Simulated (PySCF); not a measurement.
**FHO₂S, a complex of two parts: interaction energy**

An exercise on one series of results from a longer session: the logs are not shown, and one member is left open.

Programs: PySCF 2.14.0. All values are calculated, for the isolated system unless a continuum is named. Atoms count from 0, parts from 1.

## The system as given

5 atoms, charge 0, multiplicity 1; geometry: GFN2-xTB. Parts: 1 = atoms 0–2, `O=S=O`, charge 0; 2 = atoms 3–4, `F`, charge 0.

The first run:

The job: settings as JSON, then the geometry in Å.

```
{"job": {"xc": "PBE0", "basis": "def2-TZVPD", "d3": "d3bj", "grid": 3, "kind": "geom", "shake": 0.01}, "charge": 0, "multiplicity": 1, "parts": [{"atoms": "0-2", "charge": 0, "multiplicity": 1}, {"atoms": "3-4", "charge": 0, "multiplicity": 1}]}
O     -0.665397     0.431711     0.638006
S      0.004024    -0.309750    -0.377836
O      1.414399    -0.239196    -0.343482
F     -0.547104     2.005718     2.694349
H     -0.638575     1.429273     1.925415
```

On the command line:

```sh
> OMP_NUM_THREADS=1 python cluster_run.py task.json out
```

This one command runs all jobs of the session in turn.

Steps of the session up to this table: Relaxing the molecule at PBE0-D3(BJ)/def2-TZVPD; Coupled-cluster interaction energy: CCSD(T) and MP2, 1.85 Å; Coupled-cluster interaction energy: CCSD(T) and MP2, 1.95 Å; Coupled-cluster interaction energy: CCSD(T) and MP2, 2.04 Å; Coupled-cluster interaction energy: CCSD(T) and MP2, 1.76 Å; Coupled-cluster interaction energy: CCSD(T) and MP2, 2.32 Å; Coupled-cluster interaction energy: CCSD(T) and MP2, 1.67 Å; Coupled-cluster interaction energy: CCSD(T) and MP2, 2.78 Å; Coupled-cluster interaction energy: CCSD(T) and MP2, 3.71 Å.

One of the session's tables, all rows but one given; the rest of the session is left out.

It belongs to the step «Coupled-cluster interaction energy: CCSD(T) and MP2, 3.71 Å». 

| method | interaction energy (kcal/mol) |
| --- | --- |
| HF/aug-cc-pVDZ | ? |
| MP2/aug-cc-pVDZ | -0.90 |
| CCSD/aug-cc-pVDZ | -0.97 |
| CCSD(T)/aug-cc-pVDZ | -0.94 |
| HF/aug-cc-pVQZ | -1.05 |
| MP2/aug-cc-pVQZ | -0.88 |
| SCS-MP2/aug-cc-pVQZ | -0.88 |
| MP2, extrapolated | -0.89 |
| CCSD(T), limit estimate | -0.93 |

**Question.** Estimate the row for HF/aug-cc-pVDZ.

As computed: interaction energy (kcal/mol): -1.07. In the column «interaction energy (kcal/mol)» it is the lowest.
